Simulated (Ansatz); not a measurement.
For zinc-blende CuI, rVV10 (Ansatz, a quantum-chemistry and plane-wave program, plane waves, PAW) gives:

- lattice parameter a: 6.089 Å
- formation enthalpy: -0.124 eV/atom

What does HSE06 (Ansatz, PAW) give for the same quantities?


- lattice constant a: 6.094 Å (rises by 0.1 %)
- formation enthalpy: -0.387 eV/atom (moves by -0.263 eV/atom)

For comparison: lattice constant a 6.053 ± 0.003 Å (measured, temperature not stated, no zero-point or thermal correction, our sources range from 6.044 to 6.054; as tabulated in arXiv:2305.18931); formation enthalpy -0.352 ± 0.01 eV/atom (measured, 298 K, copied from a table, unchecked, not corrected to a static lattice; as tabulated in Wang et al. (2021), doi:10.1038/s41598-021-94550-5).

Changes are worked out from the printed values.

Unless a cell is named, each level is at its own relaxed cell (rVV10 28.22, HSE06 28.29 Å³/atom).

Levels without +SOC leave out spin–orbit coupling, which shifts energies and cells of such heavy elements.

Caveats: exact exchange on metals is sensitive to the k mesh and can open a false gap (HSE06); the run warned that the count of filled bands differs between k points (HSE06). Ansatz's density-functional and Hartree–Fock values are scalar-relativistic unless marked +SOC, with PAW data made under PBE.
